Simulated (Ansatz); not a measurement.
# CHN: how energies converge with the basis set

Aim: see how fast density functionals and correlated methods converge with the basis set for CHN.

The runs use Ansatz 0.2.0, Gaussian basis; one geometry, several basis sets.

Plan: PBE0-D4/def2-SVP; ωB97M-V/def2-SVP; PBE0-D4/def2-QZVPP; ωB97M-V/def2-QZVPP; CCSD(T)/cc-pV(D+d)Z; CCSD(T)/cc-pV(T+d)Z; CCSD(T)/cc-pV(Q+d)Z; the functionals' def2-TZVPP values are taken from earlier runs.

## Step 1: Structure used throughout

An earlier PBE0-D4 in a triple-zeta def2 set relaxation fixed the geometry.

SMILES `C#N`, 3 atoms, charge 0, spin multiplicity 1.

Atoms are counted from 1 here; the program's logs count them from 0.

Bond lengths: C1–N2 1.146 Å, C1–H3 1.069 Å. Angles: N2–C1–H3 180.0°.

Coordinates:

```mol
CHN
  3D, bonds by distance, orders not assigned

  3  2  0  0  0  0  0  0  0  0999 V2000
   -0.0056   -0.0244   -0.0056 C   0  0
    0.2520    1.0610    0.2552 N   0  0
   -0.2464   -1.0366   -0.2495 H   0  0
  1  2  8  0
  1  3  8  0
M  END
```

## Step 2: PBE0-D4 in def2-SVP

in.yaml

```yaml
crystal:
  periodic: [false, false, false]
  atoms:
    - {symbol: C, position_ang: [-0.005594, -0.024366, -0.005643]}
    - {symbol: N, position_ang: [0.252003, 1.061009, 0.255152]}
    - {symbol: H, position_ang: [-0.246408, -1.036642, -0.249519]}
basis:
  gaussian: {orbitals: def2-SVP}
hamiltonian: {xc: pbe0, dispersion: d4}
output: {orbitals: {seedname: orbitals}}
```

Further steps of the session: ωB97M-V in def2-SVP; PBE0-D4 in def2-QZVPP; ωB97M-V in def2-QZVPP; CCSD(T) in cc-pV(D+d)Z; CCSD(T) in cc-pV(T+d)Z; CCSD(T) in cc-pV(Q+d)Z.

**Question.** What will the summary of the whole plan be? Wanted: MP2 correlation recovered, cc-pV(D+d)Z; MP2 correlation recovered, cc-pV(T+d)Z; MP2 correlation recovered, cc-pV(Q+d)Z; CCSD(T) limit from def2 sets; PBE0-D4: double and triple zeta above quadruple; ωB97M-V: double and triple zeta above quadruple.

As calculated:

```
                                                                 quantity          value
                                   MP2 correlation recovered, cc-pV(D+d)Z         74.0 %
                                   MP2 correlation recovered, cc-pV(T+d)Z         90.0 %
                                   MP2 correlation recovered, cc-pV(Q+d)Z         95.8 %
CCSD(T) limit from def2 sets (earlier runs) less the limit of this series         13 meV
                          PBE0-D4: double and triple zeta above quadruple  3.11, 0.14 eV
                          ωB97M-V: double and triple zeta above quadruple  3.23, 0.13 eV
```

What this shows: For PBE0-D4 the step from double to triple zeta gains 2.97 eV and the next only 0.14 eV. Correlation climbs from 74 % (cc-pV(D+d)Z) to 96 % (cc-pV(Q+d)Z) of the limit; Hartree-Fock is 0.052 eV from its own by then. A limit from the def2 sets, made apart, differs by 13 meV, a least measure of the doubt on such a limit. These are total energies; as a rule much of such shifts cancels in differences, which this series doesn't test. The LUMO of ωB97M-V is positive and keeps falling with the basis (3.17 to 2.04 eV): an unbound level that the basis holds in place.
